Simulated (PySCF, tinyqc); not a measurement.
MP2 on RHF in the sto-3g basis, frozen core, for HF, spin multiplicity 1, step by step. The lowest restricted solution is unstable here: a spin-polarised one lies 0.0054 hartree lower (PySCF). Computed by tinyqc, a small Python program that keeps every step (integrals from PySCF). Settings: charge = 0, multiplicity = 1, basis = sto-3g, method = RHF, frozen orbitals = 1, energy threshold = 1e-10, iteration cap = 58, orthogonalisation = symmetric, start = core, DIIS depth = 6. Command: `OMP_NUM_THREADS=1 python tinyqc.py 26520 26521 out.jsonl` (the two numbers bound the seeds that draw the settings). One thread of a shared host (Intel(R) Xeon(R) Processor @ 2.60GHz), about 0.1 s of CPU time with the checks. The early iterations of the SCF are left out here.

## One-electron integrals

Geometry (angstrom):
```
atom         x         y         z
F     0.000000  0.000000  0.000000
H     0.000000  0.000000  1.276000
```

Basis sto-3g: exponents (1/bohr^2) and contraction coefficients of normalised primitives:
```
element  l (shell)    exponent  coefficient
F            s (1)  166.679130     0.154329
F            s (1)   30.360812     0.535328
F            s (1)    8.216821     0.444635
F            s (2)    6.464803    -0.099967
F            s (2)    1.502281     0.399513
F            s (2)    0.488588     0.700115
F            p (3)    6.464803     0.155916
F            p (3)    1.502281     0.607684
F            p (3)    0.488588     0.391957
H            s (1)    3.425251     0.154329
H            s (1)    0.623914     0.535328
H            s (1)    0.168855     0.444635
```

Overlap, kinetic and nuclear-attraction integrals over the contracted functions; the nuclear repulsion is the sum of Za Zb / Rab.

nuclear repulsion = 3.73244114 hartree

overlap S:
```
           1F 1s     1F 2s    1F 2px    1F 2py    1F 2pz     2H 1s
1F 1s   1.000000  0.237990  0.000000  0.000000  0.000000  0.021094
1F 2s   0.237990  1.000000  0.000000  0.000000  0.000000  0.247736
1F 2px  0.000000  0.000000  1.000000  0.000000  0.000000  0.000000
1F 2py  0.000000  0.000000  0.000000  1.000000  0.000000  0.000000
1F 2pz  0.000000  0.000000  0.000000  0.000000  1.000000  0.219827
2H 1s   0.021094  0.247736  0.000000  0.000000  0.219827  1.000000
```

kinetic energy T (hartree):
```
            1F 1s      1F 2s    1F 2px    1F 2py    1F 2pz      2H 1s
1F 1s   36.984577  -0.212858  0.000000  0.000000  0.000000  -0.006844
1F 2s   -0.212858   1.037995  0.000000  0.000000  0.000000   0.008777
1F 2px   0.000000   0.000000  3.248015  0.000000  0.000000   0.000000
1F 2py   0.000000   0.000000  0.000000  3.248015  0.000000   0.000000
1F 2pz   0.000000   0.000000  0.000000  0.000000  3.248015   0.072942
2H 1s   -0.006844   0.008777  0.000000  0.000000  0.072942   0.760032
```

nuclear attraction V (hartree):
```
             1F 1s       1F 2s      1F 2px      1F 2py      1F 2pz      2H 1s
1F 1s   -77.424295   -9.275507    0.000000    0.000000   -0.007776  -0.841624
1F 2s    -9.275507  -11.955759    0.000000    0.000000   -0.096965  -2.086612
1F 2px    0.000000    0.000000  -11.847030    0.000000    0.000000   0.000000
1F 2py    0.000000    0.000000    0.000000  -11.847030    0.000000   0.000000
1F 2pz   -0.007776   -0.096965    0.000000    0.000000  -11.895767  -1.580733
2H 1s    -0.841624   -2.086612    0.000000    0.000000   -1.580733  -4.920692
```

core Hamiltonian H = T + V (hartree):
```
             1F 1s       1F 2s     1F 2px     1F 2py     1F 2pz      2H 1s
1F 1s   -40.439719   -9.488364   0.000000   0.000000  -0.007776  -0.848469
1F 2s    -9.488364  -10.917764   0.000000   0.000000  -0.096965  -2.077836
1F 2px    0.000000    0.000000  -8.599016   0.000000   0.000000   0.000000
1F 2py    0.000000    0.000000   0.000000  -8.599016   0.000000   0.000000
1F 2pz   -0.007776   -0.096965   0.000000   0.000000  -8.647753  -1.507791
2H 1s    -0.848469   -2.077836   0.000000   0.000000  -1.507791  -4.160660
```

## Two-electron integrals

Functions are numbered as in S; the eight-fold symmetry (ij|kl) = (ji|kl) = (kl|ij) leaves the list below.

Two-electron integrals (ij|kl) in chemists' order, unique and non-zero (hartree):
```
(11|11) 5.403501   (21|11) 0.841920   (21|21) 0.156299   (22|11) 1.268028
(22|21) 0.292344   (22|22) 0.926167   (31|31) 0.027998   (32|31) 0.043169
(32|32) 0.204588   (33|11) 1.264502   (33|21) 0.292403   (33|22) 0.925959
(33|33) 0.997514   (41|41) 0.027998   (42|41) 0.043169   (42|42) 0.204588
(43|43) 0.053770   (44|11) 1.264502   (44|21) 0.292403   (44|22) 0.925959
(44|33) 0.889973   (44|44) 0.997514   (51|51) 0.027998   (52|51) 0.043169
(52|52) 0.204588   (53|53) 0.053770   (54|54) 0.053770   (55|11) 1.264502
(55|21) 0.292403   (55|22) 0.925959   (55|33) 0.889973   (55|44) 0.889973
(55|55) 0.997514   (61|11) 0.075487   (61|21) 0.013908   (61|22) 0.025891
(61|33) 0.025853   (61|44) 0.025853   (61|51) 0.000544   (61|52) 0.001031
(61|55) 0.025971   (61|61) 0.001249   (62|11) 0.212612   (62|21) 0.049769
(62|22) 0.178599   (62|33) 0.175909   (62|44) 0.175909   (62|51) 0.003352
(62|52) 0.027471   (62|55) 0.183800   (62|61) 0.004497   (62|62) 0.044311
(63|31) 0.004946   (63|32) 0.030322   (63|53) 0.005611   (63|63) 0.006258
(64|41) 0.004946   (64|42) 0.030322   (64|54) 0.005611   (64|64) 0.006258
(65|11) 0.153670   (65|21) 0.036405   (65|22) 0.139976   (65|33) 0.134234
(65|44) 0.134234   (65|51) 0.007065   (65|52) 0.050415   (65|55) 0.151299
(65|61) 0.003408   (65|62) 0.042770   (65|65) 0.047321   (66|11) 0.410327
(66|21) 0.097576   (66|22) 0.404947   (66|33) 0.392970   (66|44) 0.392970
(66|51) 0.007240   (66|52) 0.085188   (66|55) 0.428577   (66|61) 0.008845
(66|62) 0.136247   (66|65) 0.153894   (66|66) 0.774606
```

## Orthogonalisation

S = U s U^T; symmetric (Loewdin) form X = U s^(-1/2) U^T, so that X^T S X = 1.

eigenvalues of S: 0.624905  0.854016  1.000000  1.000000  1.126762  1.394317

X:
```
            1F 1s      1F 2s    1F 2px    1F 2py     1F 2pz      2H 1s
1F 1s    1.022576  -0.126510  0.000000  0.000000  -0.002674   0.013356
1F 2s   -0.126510   1.048548  0.000000  0.000000   0.022819  -0.136165
1F 2px   0.000000   0.000000  1.000000  0.000000   0.000000   0.000000
1F 2py   0.000000   0.000000  0.000000  1.000000   0.000000   0.000000
1F 2pz  -0.002674   0.022819  0.000000  0.000000   1.019734  -0.118257
2H 1s    0.013356  -0.136165  0.000000  0.000000  -0.118257   1.045194
```

## Starting guess

The start is the orbitals of the core Hamiltonian; D = 2 C_occ C_occ^T.

D at the start:
```
            1F 1s      1F 2s    1F 2px    1F 2py     1F 2pz      2H 1s
1F 1s    2.122623  -0.518798  0.000000  0.000000  -0.013311   0.041324
1F 2s   -0.518798   2.194211  0.000000  0.000000   0.072852  -0.171486
1F 2px   0.000000   0.000000  2.000000  0.000000   0.000000   0.000000
1F 2py   0.000000   0.000000  0.000000  2.000000   0.000000   0.000000
1F 2pz  -0.013311   0.072852  0.000000  0.000000   2.069164  -0.198325
2H 1s    0.041324  -0.171486  0.000000  0.000000  -0.198325   0.031357
```

## Iteration 7 (converged): orbitals

converged F (hartree):
```
             1F 1s      1F 2s     1F 2px     1F 2py     1F 2pz      2H 1s
1F 1s   -25.919077  -6.625717   0.000000   0.000000  -0.014441  -0.599860
1F 2s    -6.625717  -3.015740   0.000000   0.000000  -0.019328  -0.600866
1F 2px    0.000000   0.000000  -0.463775   0.000000   0.000000   0.000000
1F 2py    0.000000   0.000000   0.000000  -0.463775   0.000000   0.000000
1F 2pz   -0.014441  -0.019328   0.000000   0.000000  -0.207335  -0.413039
2H 1s    -0.599860  -0.600866   0.000000   0.000000  -0.413039  -0.270225
```

Diagonalise F' = X^T F X, C = X C', fill 5 alpha and 5 beta electrons from the bottom; D = 2 C_occ C_occ^T. Each column has its largest component positive (the first on a tie).

F' = X^T F X (hartree):
```
            1          2          3          4          5          6
1  -25.450883  -3.391409   0.000000   0.000000  -0.031206  -0.033457
2   -3.391409  -1.825150   0.000000   0.000000   0.054439  -0.297046
3    0.000000   0.000000  -0.463775   0.000000   0.000000   0.000000
4    0.000000   0.000000   0.000000  -0.463775   0.000000   0.000000
5   -0.031206   0.054439   0.000000   0.000000  -0.118665  -0.400582
6   -0.033457  -0.297046   0.000000   0.000000  -0.400582  -0.078731
```

orbital energies (hartree): MO1 -25.928310, MO2 -1.411531, MO3 -0.473678, MO4 -0.463775, MO5 -0.463775, MO6 0.340091

coefficients C:
```
              MO1        MO2        MO3       MO4        MO5        MO6
1F 1s    0.994998  -0.259000   0.047475  0.000000   0.000000   0.049976
1F 2s    0.020482   1.000713  -0.241674  0.000000   0.000000  -0.272523
1F 2px   0.000000   0.000000   0.000000  0.002604   0.999997   0.000000
1F 2py   0.000000   0.000000   0.000000  0.999997  -0.002604   0.000000
1F 2pz   0.001157   0.020869   0.685232  0.000000   0.000000  -0.764455
2H 1s   -0.002834   0.092745   0.603707  0.000000   0.000000   0.867215
```

D after iteration 7:
```
            1F 1s      1F 2s    1F 2px    1F 2py     1F 2pz      2H 1s
1F 1s    2.118710  -0.500557  0.000000  0.000000   0.056554   0.003640
1F 2s   -0.500557   2.120503  0.000000  0.000000  -0.289391  -0.106295
1F 2px   0.000000   0.000000  2.000000  0.000000   0.000000   0.000000
1F 2py   0.000000   0.000000  0.000000  2.000000   0.000000   0.000000
1F 2pz   0.056554  -0.289391  0.000000  0.000000   0.939959   0.831223
2H 1s    0.003640  -0.106295  0.000000  0.000000   0.831223   0.746145
```

Within a degenerate level the vectors are fixed only up to a rotation; this is one choice.

## Convergence

Stop when the energy changes by less than 1e-10 hartree and every element of the error matrix X^T (F D S - S D F) X is below 3e-06.

Course of the cycle:
```
iteration   E (hartree)     change  largest element of the error matrix
1          -97.89822866          -                             4.37e-01
2          -98.48319228  -5.85e-01                             1.10e-01
3          -98.49670732  -1.35e-02                             2.66e-02
4          -98.49718952  -4.82e-04                             1.08e-03
5          -98.49719016  -6.42e-07                             2.97e-05
6          -98.49719016  -9.13e-10                             3.18e-07
7          -98.49719016  -7.11e-14                             3.69e-09
```

PySCF RHF in the same basis = -98.49719016 hartree

Converged in 7 iterations.

## Populations, bond orders and dipole

Mulliken: Z minus the diagonal of D S on the atom; Loewdin: the same with S^(1/2) D S^(1/2); Mayer order: 2 sum_s sum (D(s) S)_ij (D(s) S)_ji over the two atoms.

Charges (e):
```
atom   Mulliken    Loewdin
1F    -0.097386  -0.081744
2H     0.097386   0.081744
```

Mayer bond orders:
```
pair     order
2-1   0.990516
```

dipole moment about the origin, x y z (debye): 0.000000  0.000000  1.004641

## Integrals over molecular orbitals

(pq|rs) = sum C_ip C_jq C_kr C_ls (ij|kl), one index at a time.

one-electron integrals over orbitals h = C^T H C (hartree):
```
            1          2          3          4          5          6
1  -40.422480   0.723931  -0.124992   0.000000   0.000000  -0.136775
2    0.723931  -9.121877   0.477112   0.000000   0.000000   0.748716
3   -0.124992   0.477112  -6.746174   0.000000   0.000000   2.290877
4    0.000000   0.000000   0.000000  -8.599016   0.000000   0.000000
5    0.000000   0.000000   0.000000   0.000000  -8.599016   0.000000
6   -0.136775   0.748716   2.290877   0.000000   0.000000  -5.968190
```

Two-electron integrals over orbitals (pq|rs), unique and non-zero (hartree); the lowest 1 orbital is frozen and left out:
```
(22|22) 0.874442    (32|22) -0.045583   (32|32) 0.132689    (33|22) 0.686267
(33|32) -0.012723   (33|33) 0.670085    (42|42) 0.189870    (43|42) -0.026636
(43|43) 0.034628    (44|22) 0.896228    (44|32) -0.063941   (44|33) 0.672536
(44|44) 0.997514    (52|52) 0.189870    (53|52) -0.026636   (53|53) 0.034628
(54|54) 0.053770    (55|22) 0.896228    (55|32) -0.063941   (55|33) 0.672536
(55|44) 0.889973    (55|55) 0.997514    (62|22) -0.081426   (62|32) -0.078509
(62|33) -0.021475   (62|44) -0.080783   (62|55) -0.080783   (62|62) 0.091379
(63|22) -0.242223   (63|32) 0.077858    (63|33) -0.091459   (63|44) -0.249933
(63|55) -0.249933   (63|62) 0.034725    (63|63) 0.235909    (64|42) -0.027141
(64|43) -0.022675   (64|64) 0.028875    (65|52) -0.027141   (65|53) -0.022675
(65|65) 0.028875    (66|22) 0.635739    (66|32) 0.043834    (66|33) 0.644920
(66|44) 0.620708    (66|55) 0.620708    (66|62) -0.052106   (66|63) -0.026932
(66|66) 0.670316
```

## Second-order Moller-Plesset energy

Hartree-Fock energy = -98.49719016 hartree

E2 = sum_ijab (ia|jb) [2 (ia|jb) - (ib|ja)] / (e_i + e_j - e_a - e_b) over occupied i, j and virtual a, b; the opposite-spin part is (ia|jb)^2 / denominator, the rest is same-spin, and SCS-MP2 scales them by 6/5 and 1/3.

Terms:
```
i  j  a  b   (ia|jb)   (ib|ja)  denominator       term
3  3  6  6  0.235909  0.235909    -1.627537  -0.034195
2  2  6  6  0.091379  0.091379    -3.503243  -0.002384
5  5  6  6  0.028875  0.028875    -1.607731  -0.000519
4  4  6  6  0.028875  0.028875    -1.607731  -0.000519
3  2  6  6  0.034725  0.034725    -2.565390  -0.000470
2  3  6  6  0.034725  0.034725    -2.565390  -0.000470
```

Pair energies (hartree; pair i-j sums ij and ji):
```
pair  opposite spin  same spin
2-2       -0.002384   0.000000
3-2       -0.000940   0.000000
3-3       -0.034195   0.000000
4-4       -0.000519   0.000000
5-5       -0.000519   0.000000
```

MP2 correlation energy = -0.03855550 hartree

SCS-MP2 correlation energy = -0.04626660 hartree

MP2 total energy = -98.53574566 hartree
